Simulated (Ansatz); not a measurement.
**B2H (quartet): from Hartree-Fock to the top rungs, def2-TZVPP**

An exercise on one series of results from a longer session: the logs are not shown, and one member is left open.

The runs use Ansatz 0.2.0, Gaussian basis; def2-TZVPP, core rule «outside noble gas», up to 2 orbitals frozen.

Plan: UHF; ROHF; CCSD(T) on UHF.

2 further runs of the same task are left out: 2 set aside as unsound or not needed.

### The geometry

The geometry is a PBE0/def2-TZVP stationary point (not a proven minimum) of the parent state, kept for this charge and spin.

3 atoms, charge 0, spin multiplicity 4.

Atoms are counted from 1 here; the program's logs count them from 0.

Bond lengths: B1–B2 1.523 Å, B1–H3 1.177 Å. Angles: B2–B1–H3 180.0°.

Set-up of the first run:

File in.yaml:

```yaml
crystal:
  periodic: [false, false, false]
  atoms:
    - {symbol: B, position_ang: [0.000000, 0.000000, 0.115089]}
    - {symbol: B, position_ang: [0.000000, 0.000000, -1.407623]}
    - {symbol: H, position_ang: [0.000000, 0.000000, 1.292533]}
basis:
  gaussian: {orbitals: def2-TZVPP}
magnetization: {spin_polarized: true, initial_magnetization: 3}
hamiltonian: {xc: hf}
output: {orbitals: {seedname: orbitals}}
```

Started as:

```bash
$ ansatz run in.yaml --threads 1 --pin off --events-out ev --progress --plain --max-ram 2816MiB --backend cpu
```

Steps of the session up to this table: UHF; ROHF; CCSD(T) on UHF.

One of the session's tables, all rows but one given; the rest of the session is left out.

```
  method  from UCCSD(T) (kJ/mol)
    ROHF                  +410.2
     UHF                  +406.1
    UMP2                   +78.9
   UCCSD                       ?
UCCSD(T)                       0
```

Estimate the missing values for UCCSD.

**Answer.** from UCCSD(T) (kJ/mol): +16.0. In the column «from UCCSD(T) (kJ/mol)» it lies between UCCSD(T) (0) and UMP2 (+78.9).
